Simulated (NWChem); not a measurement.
**Correlation energy of oxygen (O2)**

```xyz
2

O      0.0000     0.0000     0.6000
O      0.0000     0.0000    -0.6000
```
Charge 0, spin multiplicity 3.

All runs are NWChem calculations. Structure: optimised with UB3LYP/def2-SVP, a minimum by its harmonic frequencies.

Basis set: 3-21G. Each correlation energy counts from its own Hartree-Fock reference.

| method | correlation energy (mHa) |
|---|---|
| SCS-UMP2 | -214.6 |
| CCSD on ROHF | -242.3 |
| CCSD[T] on ROHF | -250.0 |
| CCSD(T) on ROHF | -249.8 |
| CCSD[T] on UHF | -236.8 |
| CCSD(T) on UHF | -236.1 |
| CCSD on UHF | -229.5 |
| CCSDT on ROHF | -249.5 |
| UMP2 | -235.3 |

The values span 35.4 mHa, from CCSD[T] on ROHF (lowest) to SCS-UMP2 (highest). 

The correlated methods keep 2 core orbitals frozen. The unpaired electrons of the parent sit in orbitals of symmetry b2g and b3g (D2h labels of the run); other states weren't searched. No SCF solution was tested for a lower state. Open-shell Hartree-Fock references start from PBE0 orbitals. No row is a measurement; the coupled-cluster row has its own basis-set and correlation limits.
